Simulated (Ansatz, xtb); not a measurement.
## Relaxing a trial structure of CH2O

The starting geometry of this gas-phase singlet has its atoms placed at random.

```yaml
atoms:
  - { symbol: C, position_ang: [-0.3597, -0.4920, 0.0258] }
  - { symbol: O, position_ang: [0.7299, -0.0073, 1.3218] }
  - { symbol: H, position_ang: [1.3742, -0.5710, 0.4197] }
  - { symbol: H, position_ang: [0.0246, -1.3498, 0.9900] }
```

Guess where an optimisation with r2SCAN-D4/def2-SVP ends from this start.

It ends as `[CH]O`. Contacts that close: C1–O2 (1.76 → 1.30 Å), C1–H4 (1.35 → 1.13 Å), O2–H3 (1.24 → 0.98 Å).

The energy falls by 5.31 eV over 11 steps:

| step | E − E(last) (eV) |
| --- | --- |
| 1 | 5.305 |
| 2 | 3.002 |
| 3 | 1.567 |
| 4 | 0.885 |
| 5 | 0.540 |
| 7 | 0.057 |
| 8 | 0.032 |
| 9 | 0.000 |
| 10 | 0.000 |
| 11 | 0.000 |

Final geometry (Å):

```yaml
atoms:
  - { symbol: C, position_ang: [-0.3785, -0.4553, 0.6208] }
  - { symbol: O, position_ang: [0.7935, 0.1097, 0.6953] }
  - { symbol: H, position_ang: [1.5608, -0.4986, 0.7735] }
  - { symbol: H, position_ang: [-0.2068, -1.5759, 0.6677] }
```

From the same start GFN2-xTB reaches the same bonding as this run.

From so rough a start the end depends on the optimiser's path, so another program may land elsewhere. The end wasn't checked by frequencies. Run with Ansatz 0.2.0, 6.9 s on 1 thread of Arm Neoverse V2, with other jobs on the host.
